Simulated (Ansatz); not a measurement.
`O[SiH2]F` + `[CH3]`• → `O[SiH]F`• + CH₄ at 500 K and 1 bar (hydrogen abstraction from the Si–H bond).

Computed with Ansatz on PBE0-D4/def2-TZVP structures; ΔE is electronic, products minus reactants. CCSD(T)/CBS adds triple-zeta CCSD(T) − MP2 to the extrapolated MP2 energy (def2 sets, frozen cores). This one scheme is used for every species. No spin–orbit coupling; open shells (•) take unrestricted orbitals. One conformer a species, not always the lowest.

```tsv
species	CCSD(T)/CBS energy (Eh)	H − E (kJ/mol)	S (J/(mol·K))
`O[SiH2]F`	-465.96250	118.8	315.1
`[CH3]`•	-39.78218	97.2	216.4
`O[SiH]F`•	-465.30075	91.6	316.0
CH₄	-40.46206	135.6	206.8
```

H − E and S are ideal-gas, rigid-rotor, harmonic terms from PBE0-D4/def2-TZVP, for one conformer and one mirror image of each species, with the whole ground term of open shells counted as degenerate. 1 Eh = 2625.50 kJ/mol, R = 8.31446 J/(mol·K).

By hand: ΔE, ΔH, ΔS and ΔG.

ΔE = (-465.30075) + (-40.46206) − (-465.96250) − (-39.78218) = -0.01813 Eh = -47.6 kJ/mol. Δ(H − E) = 91.6 + 135.6 − 118.8 − 97.2 = 11.2, so ΔH = -36.4 kJ/mol. ΔS = 316.0 + 206.8 − 315.1 − 216.4 = -8.7 J/(mol·K). ΔG = -36.4 − 500 × (-8.7)/1000 = -32.0 kJ/mol.

By hand: the equilibrium constant, and the temperature at which ΔG would vanish if ΔH and ΔS stayed fixed.

log₁₀ K = −ΔG/(RT ln 10) = 3.3. ΔG = 0 at ΔH/ΔS = 4184 K, far beyond where these terms or the molecules hold.

The number of gas molecules stays the same, so ΔS is small and ΔH decides. A doubt of 5 kJ/mol in ΔE shifts log₁₀ K by 0.5 here. Other conformers and mirror images would add mixing entropy, several J/(mol·K) or more a flexible species. These are equilibria of isolated gas molecules and say nothing of rates. Largest T1 diagnostic: 0.014 (customary marks: 0.02 for closed shells, 0.045 for open ones).
